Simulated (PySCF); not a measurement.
# Protonation sites of hydroperoxide ion

System: hydroperoxide ion, `[O-]O` ([HO2]-). Numbering: `[O-:1][OH:2]`

Computed at M06-2X/ma-def2-TZVP // PBE0-D3(BJ)/ma-def2-SVP with PySCF (density fitting, grid level 3). Zero-point and thermal terms (298.15 K, 1 bar) come from unscaled PBE0-D3(BJ)/ma-def2-SVP harmonic frequencies, with soft modes damped to free rotors in the entropy.

| site | product | PA / kcal/mol | GB / kcal/mol | gas share |
| --- | --- | --- | --- | --- |
| O1 (anionic oxygen) | `OO` | 375.8 | 368.1 | > 99.9 % |
| O2 (hydroxyl oxygen) | `[O-][OH2+]` | 329.4 | 322.1 | < 0.1 % |

PA is −ΔH and GB is −ΔG of B + H⁺ → BH⁺ in the gas phase. Shares are Boltzmann weights among the listed products; an error of 10 kJ/mol changes a ratio about 56-fold.

Of the listed sites O1 (anionic oxygen) is favoured in the gas phase, 46.0 kcal/mol ahead of O2 in free energy.

Against the Active Thermochemical Tables (version 1.112): O1 1574 (computed 1572, error -2) kJ/mol.
